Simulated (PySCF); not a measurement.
## Methyl Thiocyanate: full NMR table

```
Formula                               : C2H3NS
SMILES                                : CSC#N
Point group of the computed structure : Cs
Degrees of unsaturation               : 2
Carbon signals                        : 2
Proton signals                        : 1
```

Atom-mapped SMILES (the numbers label the heavy atoms): `[CH3:1][S:2][C:3]#[N:4]`. Each H is labelled by its parent atom.

All values are calculated (PySCF): σ from GIAO-B97-2/pcSseg-2, geometry: PBE0-D3(BJ)/def2-TZVP. No relativistic terms, no solvent, one conformer, fast rotation and ring inversion assumed for equivalent nuclei.

Scale: TMS for $^{1}$H (σ = 31.64 ppm) and $^{13}$C (σ = 185.38 ppm); $^{15}$N (σ = 261.75 ppm) vs NH3; CS2 for $^{33}$S (σ = 517.10 ppm) (reference shieldings calculated alike).

```tsv
carbon	δC, type	δH (multiplicity)	HMBC from (2–3 bonds)	span of the C tensor (ppm)
C1	20.8, CH3	2.34 (s)	–	41
C3	119.3, C	–	H(C1)	343
```

Other nuclei:
```json
{"atoms": "N4", "nucleus": "$^{15}$N", "environment": "nitrile nitrogen", "δ (ppm)": "325.0", "σ (ppm)": "-63.3"}
{"atoms": "S2", "nucleus": "$^{33}$S", "environment": "sulfide sulfur", "δ (ppm)": "-48", "σ (ppm)": "565.2"}
```

- Carbon types of the structure: 1 × C, 1 × CH3, which accounts for all hydrogens.
- δC 119.3: nitrile carbon; typical of a nitrile.
- δC 20.8: methyl carbon bonded to S.
- δH 2.34: hydrogen on a methyl carbon bonded to S.

Shifts are as computed. Against solution values, carbons near 30 ppm lie about +3 ppm off and those near 130 ppm about +7 ppm; carbons on S a further +4 ppm. Of 1211 compounds with measured shifts, 218 miss one by over three times the rms of a fit or turn the order of signals round; such compounds aren't used in these exercises. Experimental scales use liquid or dissolved standards, which lie at an offset from isolated NH3 (liquid NH3: subtract about 20 ppm). Unscaled 15N shifts of sp2 nitrogen come out 20 to 40 ppm too high even then.
